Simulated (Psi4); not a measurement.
Process, species as SMILES: [C-]#[NH+] (C-NH) + 3 [H][H] (H2) → C (CH4) + N (NH3)
B3LYP-D3(BJ)/def2-TZVP geometries, fixed; electronic energies without zero-point terms.

The energy of full hydrogenation at MP2 with Psi4, in kcal/mol, split into its Hartree-Fock and correlation parts. Density fitting with the program's default auxiliary sets. Cores are frozen. No added dispersion term, no relativity. Functions are those of the species that has most.

| basis | X | functions | Hartree-Fock | MP2 |
|---|---|---|---|---|
| cc-pVDZ | 2 | 34 | -89.06 | -87.36 |
| cc-pVTZ | 3 | 86 | -87.69 | -91.61 |
| cc-pVQZ | 4 | 175 | -87.65 | -92.66 |

Worked estimate of the basis-set limit from each neighbouring pair, with Hartree-Fock from the larger set and the correlation part extrapolated as X^-3.
Correlation parts: X = 2: 1.70, X = 3: -3.92, X = 4: -5.01.
- (2,3): (27·(-3.92) - 8·(1.70))/19 = -6.29; with Hartree-Fock -87.69 the estimate is -93.98 kcal/mol.
- (3,4): (64·(-5.01) - 27·(-3.92))/37 = -5.81; with Hartree-Fock -87.65 the estimate is -93.46 kcal/mol.
The last two estimates differ by 0.52 kcal/mol; the largest set lies 0.80 from the last. Over the last step Hartree-Fock moves by 0.04 and the correlation part by -1.09.
